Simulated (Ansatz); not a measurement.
fcc Cu, treated with LDA (Ansatz, an electronic-structure program, PAW).

A relaxed, unreconstructed slab of the (211) face has 24 atoms, two equal faces of 15.160 Å² each and an energy of -157333.4273 eV. A bulk cell of 6 atoms with the same orientation and in-plane k mesh has -39334.3381 eV. Energies are extrapolated to zero smearing.

Numerical settings: plane-wave cutoff 500 eV, 10×22×1 k mesh (along the axes of the cell as run), Fermi–Dirac smearing 0.1 eV, scalar-relativistic PAW data made under PBE.

Worked out: γ = (E_slab − N E_bulk per atom)/2A = [-157333.4273 − 24 × (-39334.3381/6)]/(2 × 15.160) = 0.1295 eV/Å². With 16.022 J/m² per eV/Å² this is 2.07 J/m², or 1.96 eV per surface cell and face.
